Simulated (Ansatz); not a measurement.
```yaml
crystal:
  periodic: [false, false, false]
  atoms:
    - {symbol: F, position_ang: [-1.059311, 1.493718, -0.453060]}
    - {symbol: C, position_ang: [-0.500332, 0.276270, 0.244822]}
    - {symbol: S, position_ang: [-0.891912, 0.355793, 1.866064]}
    - {symbol: O, position_ang: [0.770532, 0.283310, -0.122644]}
    - {symbol: C, position_ang: [0.820531, -0.828087, -0.785126]}
    - {symbol: S, position_ang: [-1.013596, -1.153986, -0.631470]}
    - {symbol: H, position_ang: [-0.729705, 1.654014, 2.261128]}
    - {symbol: D, position_ang: [1.484365, -1.704682, -0.295751]}
    - {symbol: H, position_ang: [1.062697, -0.757990, -2.055976]}
basis:
  gaussian: {orbitals: cc-pVTZ-DK, fitting: {mean_field: def2-universal-jkfit}}
hamiltonian: {xc: {name: wB97X-V}}
```

```sh
$ ansatz run in.yaml --threads 4 --pin off --events-out ev --progress --plain --max-ram 10444MiB
```

Shortened log:

```
Error: YAML parse error: error: line 11 column 16: `D` is not an element symbol (H … Og, case-exact)
 9 |     - {symbol: S, position_ang: [-1.013596, -1.153986, -0.631470]}
10 |     - {symbol: H, position_ang: [-0.729705, 1.654014, 2.261128]}
11 |     - {symbol: D, position_ang: [1.484365, -1.704682, -0.295751]}
12 |     - {symbol: H, position_ang: [1.062697, -0.757990, -2.055976]}
13 | basis:
```

What is wrong with this run?

An element symbol is wrong. The program refused the input.
